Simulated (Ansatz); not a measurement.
Geometry optimisation, Ansatz 0.2.0, RKS PBE-D4/cc-pVDZ.

The input (input.yaml):

```yaml
crystal:
  periodic: [false, false, false]
  atoms:
    - { symbol: C, position_ang: [0.1711, 0.9378, -0.0416] }
    - { symbol: C, position_ang: [-0.1025, -0.4855, -0.1678] }
    - { symbol: O, position_ang: [0.0449, -1.1758, 0.9518] }
    - { symbol: S, position_ang: [-0.5172, -1.3089, -1.5064] }
    - { symbol: H, position_ang: [0.9747, 1.1715, 0.5895] }
    - { symbol: H, position_ang: [-0.7709, 1.4703, 0.3646] }
    - { symbol: H, position_ang: [0.3653, 1.4304, -1.025] }
    - { symbol: H, position_ang: [-0.81075, -2.49647, -2.14507] }
basis:
  gaussian: { orbitals: cc-pVDZ }
hamiltonian:
  xc: pbe
  dispersion: d4
relax:
  f_tol: 0.02
  max_steps: 50
output:
  orbitals: {}
```

Launched with:

```bash
$ ansatz run input.yaml --threads 1 --pin off --max-ram 2048MiB --backend cpu --events-out ev --progress --plain --runs-dir out
```

Question: Where does it end, and by what steps?

Answer: It converged. After 10 steps the energy has fallen by 2.964 eV; H8 moved furthest, 0.65 Å. The start is strongly strained (largest force component 10 eV/Å).

| step | energy less start (eV) | largest force component (eV/Å) | accepted |
| --- | --- | --- | --- |
| 0 | 0.0000 | 10.413 | yes |
| 1 | -1.8396 | 6.029 | yes |
| 2 | -2.6899 | 1.556 | yes |
| 3 | -2.7753 | 0.980 | yes |
| 4 | -2.9211 | 0.742 | yes |
| 5 | -2.9425 | 0.664 | yes |
| 6 | -2.9540 | 0.325 | yes |
| 7 | -2.9632 | 0.030 | yes |
| 8 | -2.9636 | 0.037 | yes |
| 9 | -2.9637 | 0.037 | yes |
| 10 | -2.9637 | 0.020 | yes |

```xyz
8
Properties=species:S:1:pos:R:3
C 0.143 0.936 -0.057
C -0.034 -0.561 -0.195
O 0.219 -1.377 0.667
S -0.715 -1.028 -1.834
H 0.811 1.145 0.799
H -0.846 1.400 0.137
H 0.547 1.385 -0.985
H -0.769 -2.356 -1.512
```

Whether the end is a true minimum wasn't checked by a vibrational analysis.

Run time: 14 s on 1 thread of Intel(R) Xeon(R) 6975P-C (Granite Rapids), with other jobs on the host, peak memory 0.14 GiB.
